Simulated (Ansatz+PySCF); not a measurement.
Two shapes of doublet CH₅N(+).

Shape 1:

```xyz
7

H    -0.0182    0.9597   -1.3219
C     0.0623    0.0000   -0.8360
N     0.0049    0.0000    0.5831
H    -0.0182   -0.9597   -1.3219
H    -0.9646    0.0000    0.9382
H     0.4669    0.8277    0.9793
H     0.4669   -0.8277    0.9793
```

Shape 2:

```xyz
7

H    -0.0175    0.9597   -1.3391
C     0.0630    0.0000   -0.8531
N     0.0044    0.0000    0.5959
H    -0.0175   -0.9597   -1.3391
H    -0.9651    0.0000    0.9511
H     0.4664    0.8277    0.9921
H     0.4664   -0.8277    0.9921
```

Basis set: cc-pVTZ (spherical functions). Left uncorrelated: 2 orbitals. Correlation on ROHF uses semicanonical orbitals with singles. Charge 1, multiplicity 2.

Computed with Ansatz (development build ahead of 0.2.0); each method stands on the lowest determinant of its kind that the runs found.

**Question.** Which shape is lower in energy, and by how much in each method?

**Answer.**

```
      method  E(2) − E(1) (eV)
        ROHF            -0.028
         UHF            -0.028
    ROHF-MP2            -0.027
     UHF-MP2            -0.028
ROHF-CCSD(T)            -0.033
```

Shape 2 is lower.
